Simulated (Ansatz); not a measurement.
A made-up structure of CH3LiN, doublet:

```
6
angstrom
Li -1.8424 -0.3951 0.1029
N -0.2015 -0.4074 -0.2283
C 0.4007 0.4388 0.1410
H 0.3399 -1.2592 -0.6633
H 1.3596 0.2381 -0.0048
H -0.0564 1.3849 0.6524
```

It is relaxed with PBE-D4/def2-SVP and then PBE0-D4/def2-TZVP (Ansatz 0.2.0). Atoms count as bonded within 1.22 times the sum of their covalent radii (H–H: 0.88 Å). The end point is not checked to be a true minimum.

(1) Does its bonding change? (Judge from chemistry; the calculation decides.)

Answers

(1) The calculation gives: Yes. Formed: none; broken: Li1–C3.

Where it ends: The first stage lowers the energy by 3.04 eV in 9 steps. It ends as CH₃LiN ([Li][NH][CH2]):
```xyz
6
angstrom
Li -2.1908 -0.5927 -0.0363
N -0.2814 -0.4792 -0.1426
C 0.5285 0.4784 0.1777
H 0.2126 -1.2310 -0.6182
H 1.5933 0.4574 -0.0467
H 0.1378 1.3670 0.6661
```

Labels in which every atom is bracketed show which atoms are joined, not bond orders.

For scale, one of the runs: PBE0-D4/def2-TZVP relaxation, 94 basis functions, launched by `ansatz run in.yaml --threads 2 --pin off --events-out ev --progress --plain --max-ram 4352MiB`. The run took about 37 s on 2 CPU threads of an Arm Neoverse V2 (shared host).
